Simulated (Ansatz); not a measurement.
**[NH2···H···CH2], triplet: reading a ladder of total energies**

Geometry: a point of a hydrogen-transfer path between rigid fragments, not a stationary point.

```tsv
atom	x (Å)	y (Å)	z (Å)
N	-1.2580	-0.0184	-0.0286
H	-1.5553	0.9495	-0.0286
H	-1.5553	-0.4207	0.8517
H	0.3080	-0.0184	-0.0286
C	1.3980	-0.0184	-0.0286
H	1.8125	-0.0184	0.9676
H	1.8125	-0.0184	-1.0247
```

Basis cc-pVDZ; Ansatz 0.2.0. Only valence electrons are correlated (noble-gas cores frozen), which leaves 14 electrons in 51 orbitals. R marks a restricted (for open shells ROHF) determinant, U an unrestricted one.

Full CI isn't at hand for all of this; UCCSDT(Q) serves as the reference, and is uncertain by about the last step of the cluster series.

Runs differ by some tens of microhartree through their thresholds and, for an open shell, their frozen cores, so steps under 0.03 kcal/mol mean nothing.

| level | total energy (hartree) |
| --- | --- |
| UHF | -95.100806 |
| UMP2 | -95.380229 |
| UCCSD | -95.421214 |
| UCCSD(T) | -95.427566 |
| UCCSDT | -95.428404 |
| UCCSDT(Q) | -95.428794 |

Question: What is the correlation energy at UCCSDT(Q), and what share of it do UMP2 and UCCSD recover?

Answer: E(corr) = -95.428794 − (-95.100806) = -0.327988 hartree = -8.925 eV. UMP2: -0.279423 / -0.327988 = 85.19 %. UCCSD: -0.320408 / -0.327988 = 97.69 %.

Question: By how many kcal/mol does UCCSD(T) miss UCCSDT(Q) (1 hartree = 627.509 kcal/mol), and which steps make up the rest?

Answer: -95.427566 − (-95.428794) = 0.001228 hartree = 0.77 kcal/mol. Steps: UCCSDT − UCCSD(T) = -0.53, UCCSDT(Q) − UCCSDT = -0.24 kcal/mol. That is within 1 kcal/mol of the reference in this basis, which itself misses far more of the correlation at the basis-set limit.
